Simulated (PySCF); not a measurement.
Compound: C₅H₈N (doublet state).
Geometry (GFN2-xTB, Å), atoms numbered from 1 in this order:
```xyz
14
C5H8N angstrom
C      2.1716    0.2181    0.1955
C      1.0006   -0.5275    0.7219
N     -0.2485   -0.1541    0.3993
C     -0.8423    0.8650   -0.2964
C     -2.1216    0.4582   -0.0354
C     -1.5597   -0.6994    0.7580
H      3.0756   -0.0951    0.7106
H      2.0430    1.2933    0.3377
H      2.3178    0.0499   -0.8785
H      1.1090   -1.4509    1.2601
H     -0.3588    1.6596   -0.8292
H     -3.1096    0.7746   -0.2753
H     -1.7314   -1.6989    0.3572
H     -1.7462   -0.6932    1.8324
```

The hyperfine couplings belong to this conformer and change with its torsions.

As a line formula: `C[CH]N1C=CC1` [radical].

Method used: PySCF 2.14.0, UKS B3LYP, pcH-1 on C H N, non-relativistic, mean-field spin-orbit, GIAO. Geometry: GFN2-xTB, one conformer, isolated molecule. A GFN2-xTB geometry isn't a minimum of the functional, and hyperfine couplings can be far from their values at a DFT geometry. Stability of the SCF solution: not tested.

Mulliken spin populations: C1 -0.061, C2 +0.714, N3 +0.064, C4 -0.111, C5 +0.388, C6 -0.030, H7 +0.003, H8 +0.027, H9 +0.048, H10 -0.034, H11 +0.002, H12 -0.017, H13 +0.004, H14 +0.005.

Task: Give the computed dipolar 1H tensors of H7, H8, H9, H11, H13, H14.

Result: 
| atom | position | distance from C2 (Å) | T1 (MHz) | T2 | T3 |
| --- | --- | --- | --- | --- | --- |
| H7 | β, 2 bonds from C2 | 2.12 | -4.36 | -2.97 | 7.33 |
| H8 | β, 2 bonds from C2 | 2.13 | -3.67 | -3.18 | 6.85 |
| H9 | β, 2 bonds from C2 | 2.15 | -3.40 | -3.08 | 6.48 |
| H11 | γ, 3 bonds from C2, on C4 of spin population -0.11 | 3.01 | -3.16 | -1.20 | 4.36 |
| H13 | γ, 3 bonds from C2 | 2.99 | -3.71 | 0.41 | 3.30 |
| H14 | γ, 3 bonds from C2 | 2.97 | -3.90 | 0.47 | 3.43 |

Task: Estimate them with point dipoles: put each population ρk at its nucleus, leave out the nucleus itself and the atom bound to it, and sum T = Σ [ρk/(2S)]·C·(3 n nᵀ − 1)/r³ with C = μ0 gₑ μB g_N μN/(4π h) = 79.06 MHz Å³.

Result: 
```tsv
atom	T1 (MHz)	T2	T3	T3, computed	difference in T3 (%)
H7	-6.36	-5.19	11.54	7.33	+58
H8	-6.56	-4.94	11.50	6.85	+68
H9	-6.02	-5.31	11.33	6.48	+75
H11	-5.00	0.54	4.46	4.36	+2
H13	-4.77	0.63	4.14	3.30	+26
H14	-4.86	0.75	4.11	3.43	+20
```

In T3 the estimate is closest for H11 (+2 %, 3.01 Å from C2) and worst for H9 (+75 %, 2.15 Å).
